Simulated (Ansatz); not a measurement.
The inner images of a band of BH5O (7 atoms, charge 0, multiplicity 1) are given out of order.

Computed with RKS r2SCAN/def2-SVP in Ansatz 0.2.0.

First end point:

```xyz
7
Properties=species:S:1:pos:R:3
B -0.019 -0.014 0.063
H -0.395 0.485 1.114
H 1.138 0.211 -0.233
H -0.817 0.044 -0.853
O 0.015 -1.673 0.402
H -0.876 -1.932 0.685
H 0.587 -1.808 1.172
```

Last end point:

```xyz
7
Properties=species:S:1:pos:R:3
B 0.007 -0.173 -1.024
H 0.251 -1.368 3.415
H 0.995 0.514 -1.125
H -0.813 -0.278 -1.914
O -0.152 -0.834 0.143
H -0.956 -1.370 0.173
H 0.302 -1.178 2.681
```

Put them in order from the first end to the last, with their energies above the first end.
A.
```xyz
7
Properties=species:S:1:pos:R:3
B 0.014 -0.220 -0.950
H 0.135 -1.004 3.341
H 1.054 0.375 -1.097
H -0.983 0.029 -1.595
O 0.002 -1.191 -0.012
H -0.851 -1.638 0.070
H 0.262 -1.038 2.593
```
B.
```xyz
7
Properties=species:S:1:pos:R:3
B 0.073 -0.261 0.012
H -0.058 0.180 1.284
H 1.134 0.167 -0.365
H -0.954 0.042 -0.550
O 0.160 -1.787 0.415
H -0.712 -2.182 0.283
H -0.008 -0.848 1.271
```
C.
```xyz
7
Properties=species:S:1:pos:R:3
B 0.090 -0.515 -0.248
H -0.042 0.282 1.614
H 1.141 0.063 -0.396
H -0.959 0.034 -0.518
O 0.141 -1.847 0.066
H -0.738 -2.228 0.175
H 0.002 -0.477 1.655
```
D.
```xyz
7
Properties=species:S:1:pos:R:3
B 0.034 -0.019 0.068
H -0.103 0.494 1.168
H 1.086 0.214 -0.485
H -0.962 0.004 -0.632
O 0.146 -1.670 0.509
H -0.681 -2.099 0.246
H 0.115 -1.613 1.475
```
E.
```xyz
7
Properties=species:S:1:pos:R:3
B 0.033 -0.311 -0.824
H 0.056 -0.562 3.138
H 1.098 0.220 -1.028
H -1.020 0.178 -1.176
O 0.066 -1.494 -0.174
H -0.808 -1.881 -0.034
H 0.209 -0.838 2.448
```
F.
```xyz
7
Properties=species:S:1:pos:R:3
B 0.052 -0.444 -0.663
H 0.018 -0.018 2.780
H 1.125 0.082 -0.831
H -0.998 0.142 -0.827
O 0.071 -1.737 -0.276
H -0.810 -2.113 -0.154
H 0.176 -0.600 2.319
```
G.
```xyz
7
Properties=species:S:1:pos:R:3
B 0.071 -0.562 -0.453
H -0.024 0.381 2.112
H 1.139 -0.011 -0.572
H -0.981 0.029 -0.579
O 0.100 -1.887 -0.187
H -0.780 -2.273 -0.095
H 0.109 -0.365 2.123
```

D (+0.05 eV), B (+0.86 eV), C (-0.32 eV), G (-0.62 eV), F (-0.64 eV), E (-0.65 eV), A (-0.66 eV).

Run time: 4.1 min on 1 thread of Arm Neoverse V1, with other jobs on the host, peak memory 0.1 GiB.
